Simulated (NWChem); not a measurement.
# Basis-set convergence for hydrogen cyanide (CHN)

```xyz
3

C      0.0000     0.0000    -0.4998
N      0.0000     0.0000     0.6540
H      0.0000     0.0000    -1.5793
```
Charge 0, spin multiplicity 1.

Program: NWChem. The geometry was optimised at PBE0/def2-SVP, a minimum by its harmonic frequencies.

Quantity: dipole moment at the level PBE.

The Pople sets run with spherical d functions.

```tsv
basis	functions	dipole moment (D)
STO-3G	11	2.27
6-31+G*	38	3.00
6-311G**	42	2.85
def2-SVPD	48	2.95
aug-cc-pVDZ	55	2.95
def2-TZVP	68	2.94
pcseg-2	74	2.96
def2-TZVPP	76	2.93
aug-cc-pVTZ	115	2.96
cc-pVQZ	140	2.93
```

Smallest basis within 0.1 D of cc-pVQZ, the largest set run: 6-31+G*, with 38 functions against 140 (also within reach: 6-311G**, def2-SVPD, aug-cc-pVDZ, def2-TZVP, pcseg-2, def2-TZVPP, aug-cc-pVTZ). cc-pVQZ isn't the basis-set limit itself, and a small set can land close by cancellation.
